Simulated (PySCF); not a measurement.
Calculation: PBE-D3(BJ)/def2-TZVP // B3LYP-D3(BJ)/def2-TZVP (PySCF). Isolated molecules, 0 K electronic values unless said otherwise. 

Reference species (SMILES): `N[Si](F)(F)F` (neutral, multiplicity 1).

The LUMO is -0.41 eV and the HOMO comes out as -7.05 eV.

Changed species: `F[Si](F)(F)F` (0 of 4 F replaced by NH2; the reference has 1 of 4 F replaced by NH2).

### Question
Predict the effect on the LUMO and HOMO.

### Answer
the LUMO drops by 0.19 eV, to -0.60 eV; the HOMO drops by 3.53 eV, to -10.58 eV.
